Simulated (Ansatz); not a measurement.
Results of PBE0 in Ansatz (plane waves, PAW) for hcp Be.

Run with plane-wave cutoff 460 eV, 15×15×8 k mesh (along the axes of the cell as run), Fermi–Dirac smearing 0.05 eV, scalar-relativistic PAW data made under PBE.

Computed at the level's own relaxed cell.

**Question.** Give the computed lattice constant a and c axis length.

**Answer.** 
- lattice constant a: 2.256 Å
- c axis length: 3.568 Å

Measured, for comparison: lattice constant a 2.286 Å (293 K, not corrected to a static lattice, our sources range from 2.286 to 2.290; as tabulated in Wikipedia's data pages); lattice parameter c 3.584 Å (293 K, not corrected to a static lattice; as tabulated in Wikipedia's data pages). Computed (rounded) less measured: lattice constant a -1.3 % (-1.3 % to -1.5 % over the range), lattice parameter c -0.4 %. A static lattice is as a rule a little smaller and stiffer than an uncorrected measurement, which narrows the difference in the lattice constant a, lattice parameter c and would widen misses of the other sign.

The computed numbers hold no vibrational or temperature effects.

The result took very roughly 11 core-minutes.

Ansatz is an electronic-structure program.
